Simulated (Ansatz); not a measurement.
# C5H8: the cost of one run

Method: the levels named in each step, in Ansatz 0.2.0.

## 1. Starting point

Bond lengths: C1–C2 1.328 Å, C2–C3 1.457 Å, C3–C4 1.333 Å, C3–C5 1.500 Å, C1–H6 1.076 Å, C1–H7 1.077 Å, C2–H8 1.083 Å, C4–H9 1.077 Å, C4–H10 1.077 Å, C5–H11 1.087 Å, C5–H12 1.087 Å, C5–H13 1.091 Å. Angles (14 of 18 angles, heavy atoms first): C1–C2–C3 126.0°, C2–C3–C4 120.0°, C2–C3–C5 118.3°, C4–C3–C5 121.6°, C1–C2–H8 119.3°, C3–C2–H8 114.8°, C2–C1–H6 122.7°, C2–C1–H7 121.4°, C3–C4–H9 122.0°, C3–C4–H10 121.8°, C3–C5–H11 110.3°, C3–C5–H12 110.7°, C3–C5–H13 110.3°, H6–C1–H7 116.0°.

Coordinates:

```xyz
13

C    -1.6480   -1.0405    0.2276
C    -0.9482    0.0674    0.4423
C     0.4075    0.3268   -0.0244
C     0.9973    1.4892    0.2529
C     1.1051   -0.7403   -0.8138
H    -1.2586   -1.8753   -0.3293
H    -2.6493   -1.1532    0.6073
H    -1.3946    0.8736    1.0112
H     1.9974    1.7152   -0.0766
H     0.4989    2.2573    0.8208
H     0.5485   -0.9647   -1.7204
H     2.1066   -0.4207   -1.0892
H     1.1811   -1.6568   -0.2272
```

## 2. A rough first relaxation, PBE-D4/def2-SVP

This run stands in another session on the same molecule. It ended at:

```xyz
13

C    -1.6707   -1.0542    0.2332
C    -0.9554    0.0733    0.4445
C     0.4122    0.3295   -0.0254
C     1.0103    1.5136    0.2615
C     1.1161   -0.7415   -0.8201
H    -1.2670   -1.9082   -0.3331
H    -2.6944   -1.1605    0.6230
H    -1.4167    0.8947    1.0215
H     2.0338    1.7407   -0.0755
H     0.4888    2.2901    0.8439
H     0.5537   -0.9885   -1.7454
H     2.1365   -0.4272   -1.1098
H     1.1963   -1.6837   -0.2374
```

## 3. Relaxation, HF/STO-3G

Input file input.yaml:

```yaml
crystal:
  periodic: [false, false, false]
  atoms:
    - { symbol: C, position_ang: [-1.67070735, -1.05416492, 0.23321277] }
    - { symbol: C, position_ang: [-0.95541337, 0.07330281, 0.44454274] }
    - { symbol: C, position_ang: [0.41224051, 0.3295055, -0.02539662] }
    - { symbol: C, position_ang: [1.0103443, 1.51356714, 0.2615137] }
    - { symbol: C, position_ang: [1.11605525, -0.74154942, -0.82006308] }
    - { symbol: H, position_ang: [-1.26695003, -1.90822562, -0.33313061] }
    - { symbol: H, position_ang: [-2.69440746, -1.1605306, 0.62303696] }
    - { symbol: H, position_ang: [-1.41665305, 0.89466749, 1.02149938] }
    - { symbol: H, position_ang: [2.03382402, 1.74066961, -0.07548534] }
    - { symbol: H, position_ang: [0.48881551, 2.29005149, 0.84390179] }
    - { symbol: H, position_ang: [0.55371936, -0.98845515, -1.74544833] }
    - { symbol: H, position_ang: [2.13653899, -0.42719679, -1.10980369] }
    - { symbol: H, position_ang: [1.19627332, -1.68365156, -0.23738968] }
basis:
  gaussian: { orbitals: STO-3G }
hamiltonian:
  xc: hf
relax:
  f_tol: 0.004
  max_steps: 150
```

The run is started by

```
$ ansatz run input.yaml --threads 4 --pin off --max-ram 10240MiB --backend cpu --events-out ev --progress --plain --runs-dir out
```

Q: Estimate wall time and peak memory on 4 threads of Intel Xeon at 2.50GHz (Skylake/Cascade Lake), shared host.

About 5.9 s, with a peak of 0.094 GiB.
